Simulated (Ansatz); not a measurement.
From input file to script: C3H6N2, SMILES C=CNC=N in Ansatz 0.2.0.

```yaml
crystal:
  periodic: [false, false, false]
  atoms:
    - { symbol: C, position_ang: [-0.291, 1.6791, 1.2534] }
    - { symbol: C, position_ang: [-0.2548, 0.4884, 0.7347] }
    - { symbol: "N", position_ang: [0.1693, 0.1438, -0.5233] }
    - { symbol: C, position_ang: [0.3696, -1.1037, -1.0377] }
    - { symbol: "N", position_ang: [-0.0202, -2.2328, -0.4852] }
    - { symbol: H, position_ang: [-0.0436, 2.6167, 0.6765] }
    - { symbol: H, position_ang: [-0.6904, 1.8778, 2.2518] }
    - { symbol: H, position_ang: [-0.5204, -0.3497, 1.327] }
    - { symbol: H, position_ang: [0.5003, 0.9343, -1.0495] }
    - { symbol: H, position_ang: [0.6982, -1.1066, -2.0396] }
    - { symbol: H, position_ang: [0.1484, -3.0042, -1.0876] }
basis:
  gaussian: { orbitals: cc-pVDZ }
hamiltonian:
  xc: b3lyp
output:
  forces: true
```

The program run on that file:
```console
$ ansatz run input.yaml --threads 1 --pin off --max-ram 4096MiB --backend cpu --events-out ev --progress --plain --runs-dir out
Engine: ansatz 0.2.0, aarch64-unknown-linux-gnu
Functional definition: B3LYP
  parameter a0 = 0.2
  parameter ax = 0.72
  parameter ac = 0.81
  exchange = (1 - a0 - ax)*slater_x + ax*b88_x + a0*exact_x
  correlation = (1 - ac)*vwn_rpa_c + ac*lyp_c
924 factors; integrals over basis functions are off by at most 1.1e-3 eV
mean field evaluation 1: about -6178.9425 eV, gradient 6.2e1 eV
mean field evaluation 2: about -6171.7219 eV, gradient 8.2e1 eV
mean field evaluation 4: about -6187.5956 eV, gradient 4.3e0 eV
mean field evaluation 8: about -6187.8831 eV, gradient 9.0e-1 eV
mean field evaluation 16: about -6187.8853 eV, gradient 4.2e-5 eV
mean field -6187.88529285 eV, -227.4005902129 hartree, gradient 5.1e-5 eV, S^2 0.000000; 0 other end points of the search recorded, 0 dependent functions left out
the calculation of the forces begins
reference -6187.88552295 eV, -227.4005986689 hartree; 19, 19 occupied and 81, 81 virtual orbitals, 924 factors
Total energy: -6187.88552295 eV, -227.4005986689 hartree
Atom 0 at    -0.291000     1.679100     1.253400 Å, force    -0.179504     3.832227     0.348915 eV/Å
Atom 1 at    -0.254800     0.488400     0.734700 Å, force     0.144278    -2.035523    -0.247661 eV/Å
Atom 2 at     0.169300     0.143800    -0.523300 Å, force     0.400726     0.580050    -0.199504 eV/Å
Atom 3 at     0.369600    -1.103700    -1.037700 Å, force    -1.882237    -2.916325     1.310335 eV/Å
Atom 4 at    -0.020200    -2.232800    -0.485200 Å, force     0.294772     3.224289     1.000127 eV/Å
Atom 5 at    -0.043600     2.616700     0.676500 Å, force    -0.063210    -0.894178     0.386333 eV/Å
Atom 6 at    -0.690400     1.877800     2.251800 Å, force     0.116975    -0.277365    -0.033223 eV/Å
Atom 7 at    -0.520400    -0.349700     1.327000 Å, force    -0.420691    -1.131483     0.605064 eV/Å
Atom 8 at     0.500300     0.934300    -1.049500 Å, force     0.232404     0.051531    -0.562833 eV/Å
Atom 9 at     0.698200    -1.106600    -2.039600 Å, force     0.945737     0.444636    -1.619235 eV/Å
Atom 10 at     0.148400    -3.004200    -1.087600 Å, force     0.410748    -0.877858    -0.988319 eV/Å
Dipole moment:     0.203912     0.287976    -0.424887 e Å
```

The script, `energy_c3h6n2.py`:
```python
import warnings

import ansatz as az
from ase import Atoms
import numpy as np


def main() -> None:
    warnings.simplefilter("ignore", az.DeckWarning)

    atoms = Atoms(["C", "C", "N", "C", "N", "H", "H", "H", "H", "H", "H"], positions=[
        (-0.291, 1.6791, 1.2534),
        (-0.2548, 0.4884, 0.7347),
        (0.1693, 0.1438, -0.5233),
        (0.3696, -1.1037, -1.0377),
        (-0.0202, -2.2328, -0.4852),
        (-0.0436, 2.6167, 0.6765),
        (-0.6904, 1.8778, 2.2518),
        (-0.5204, -0.3497, 1.327),
        (0.5003, 0.9343, -1.0495),
        (0.6982, -1.1066, -2.0396),
        (0.1484, -3.0042, -1.0876),
    ])
    geometry = az.Crystal.molecule_from_ase(atoms)

    calculation = geometry.calculation().basis(gaussian="cc-pVDZ").functional("b3lyp").forces()
    r = calculation.session().plan(threads=1).execute().report

    print("reference energy %16.6f eV" % r["reference_energy_ev"])
    print("total energy     %16.6f eV" % r["free_energy_ev"])
    print("occupied orbitals outside the frozen core (up, down):", r["n_occupied"], " frozen:", r["n_frozen"], " virtual:", r["n_virtual"])

    field = r["mean_field"]
    print("<S^2> =", round(abs(field["state"]["spin_squared"]), 4), " all-electron relativity setting:", field["relativity"])
    print("passes:", field["passes"])
    if "symmetry" in field:
        print("occupied orbitals by irrep:", field["symmetry"]["occupied"])

    symbols = [site.symbol for site in geometry.cartesian_sites]
    print("forces (eV/A)")
    for symbol, f in zip(symbols, r["forces_ev_ang"]):
        print(f"  {symbol:2s} {f[0]:9.4f} {f[1]:9.4f} {f[2]:9.4f}")

    charges = r["charge_distribution"]
    print("dipole moment", round(4.803205 * float(np.linalg.norm(charges["dipole_moment_e_ang"])), 3), "D")
    print("Mulliken:", [(s, round(q, 3)) for s, q in zip(symbols, charges["mulliken_charges_e"])])


if __name__ == "__main__":
    main()
```

```console
$ python energy_c3h6n2.py
reference energy     -6187.885523 eV
total energy         -6187.885523 eV
occupied orbitals outside the frozen core (up, down): [19, 19]  frozen: 0  virtual: [81, 81]
<S^2> = 0.0  all-electron relativity setting: none
passes: {'evaluations': 16, 'products': 12}
occupied orbitals by irrep: [{'A': 19}, {'A': 19}]
forces (eV/A)
  C    -0.1795    3.8322    0.3489
  C     0.1443   -2.0355   -0.2477
  N     0.4007    0.5801   -0.1995
  C    -1.8822   -2.9163    1.3103
  N     0.2948    3.2243    1.0001
  H    -0.0632   -0.8942    0.3863
  H     0.1170   -0.2774   -0.0332
  H    -0.4207   -1.1315    0.6051
  H     0.2324    0.0515   -0.5628
  H     0.9457    0.4446   -1.6192
  H     0.4107   -0.8779   -0.9883
dipole moment 2.653 D
Mulliken: [('C', -0.056), ('C', 0.063), ('N', -0.051), ('C', 0.099), ('N', -0.215), ('H', 0.0), ('H', 0.025), ('H', 0.007), ('H', 0.076), ('H', -0.019), ('H', 0.071)]
```

Total energies depend on the basis set; only differences at equal settings carry meaning. The geometry is a force-field or estimated start, not a minimum of this method, and the basis set is short of its limit. b3lyp holds the VWN-RPA fit, as in Gaussian; the form of ORCA and Turbomole is b3lyp5. It ran for 7.2 s on 1 thread of Arm Neoverse N1, with other jobs on the host, peak memory 0.24 GiB.

(Lines on the test bed's own set-up are left out of the output.)
